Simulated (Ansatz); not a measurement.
Frontier orbitals of propane (`CCC`).

Cartesian coordinates in Å:
```
C 0.064 -1.246 0.309
C -0.081 0.246 0.557
C -0.004 1.063 -0.722
H 1.024 -1.474 -0.162
H -0.723 -1.612 -0.356
H 0.006 -1.817 1.239
H -1.035 0.442 1.059
H 0.699 0.579 1.251
H -0.110 2.133 -0.525
H -0.794 0.774 -1.421
H 0.954 0.911 -1.228
```

The species carries charge 0 and has multiplicity 1. All single points use the PBE0-D4/def2-TZVP geometry. Basis def2-TZVPP, Ansatz 0.2.0.

Orbital energies of one run (eV). Highest occupied ones, from the top: -8.71, -9.02, -9.08, -10.21, -10.76, -11.84, -12.39, -15.90, -18.62, -21.48, -277.26, -277.26, -277.51. Empty: 0.94, 2.09, 2.25, 2.44, 2.83, 3.29.

Question: Which functional gave them?
A. HSE06 (plane-wave form)
B. ωB97X-V
C. r2SCAN
D. LC-ωPBE

Answer: A. HOMO energies: HSE06 -8.71, LC-ωPBE -11.93, ωB97X-V -11.61, r2SCAN -8.00 eV.

LC-ωPBE has ω = 0.4 bohr⁻¹.
